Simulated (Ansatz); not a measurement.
Input (CCSDTQ/aug-cc-pVDZ; Ansatz, a quantum-chemistry and plane-wave program):

Ansatz 0.2 input:
```yaml
crystal:
  periodic: [false, false, false]
  atoms:
    - {symbol: F, position_ang: [-0.00000000, -0.00000000, -0.10164744]}
    - {symbol: H, position_ang: [0.00000000, 0.00000000, 0.91482694]}
basis:
  gaussian:
    orbitals: aug-cc-pVDZ
total_charge: 1
magnetization: {spin_polarized: true, initial_magnetization: 1}
correlation: {method: ccsdtq, electrons: outside_noble_gas}
```

Output:

```
Functional definition: HF
integrals: 0.01 GiB planned
492 factors; integrals over basis functions are off by at most 2.2e-7 eV
mean field: 0.06 GiB planned
mean field evaluation 1: about -2706.0842 eV, gradient 2.3e1 eV
mean field evaluation 2: about -2706.0851 eV, gradient 2.3e1 eV
mean field evaluation 4: about -2707.6876 eV, gradient 9.8e-1 eV
mean field evaluation 8: about -2707.6931 eV, gradient 3.9e-4 eV
mean field evaluation 16: about -2705.8483 eV, gradient 1.8e1 eV
mean field evaluation 32: about -2707.6931 eV, gradient 1.4e-2 eV
mean field evaluation 64: about -2704.2010 eV, gradient 9.2e-4 eV
mean field -2707.69310209 eV, -99.5058861614 hartree, gradient 1.2e-6 eV, S^2 0.754843; 3 other end points of the search recorded, 0 dependent functions left out
determinant -2707.69310209 eV, -99.5058861614 hartree, with singles and doubles -2712.35003917 eV, -99.6770254425 hartree
determinant -2704.20095163 eV, -99.3775519992 hartree, with singles and doubles -2708.78705165 eV, -99.5460880663 hartree
1 core orbitals not correlated
reference -2707.69310209 eV, -99.5058861614 hartree; 4, 3 occupied and 27, 28 virtual orbitals, 492 factors
second order -4.28954262 eV of doubles, -0.00000000 eV of singles
coupled cluster: 0.61 GiB planned
cycle   1  -4.55130270 eV  change   -2.6e-1 eV  update   3.9e-2
cycle   2  -4.68641407 eV  change   -1.4e-1 eV  update   1.5e-2
cycle   3  -4.74097753 eV  change   -5.5e-2 eV  update   7.3e-3
cycle   4  -4.73928951 eV  change    1.7e-3 eV  update   2.7e-3
cycle   5  -4.73900915 eV  change    2.8e-4 eV  update   1.6e-3
cycle   6  -4.74093473 eV  change   -1.9e-3 eV  update   7.0e-4
cycle   7  -4.74087288 eV  change    6.2e-5 eV  update   3.6e-4
cycle   8  -4.74073806 eV  change    1.3e-4 eV  update   1.4e-4
cycle   9  -4.74080125 eV  change   -6.3e-5 eV  update   6.5e-5
cycle  10  -4.74078312 eV  change    1.8e-5 eV  update   2.9e-5
cycle  11  -4.74079089 eV  change   -7.8e-6 eV  update   1.4e-5
cycle  12  -4.74079210 eV  change   -1.2e-6 eV  update   5.4e-6
cycle  13  -4.74079231 eV  change   -2.1e-7 eV  update   1.7e-6
cycle  14  -4.74079238 eV  change   -6.3e-8 eV  update   8.9e-7
cycle  15  -4.74079293 eV  change   -5.5e-7 eV  update   4.7e-7
Total energy: -2712.43389501 eV, -99.6801070880 hartree
```
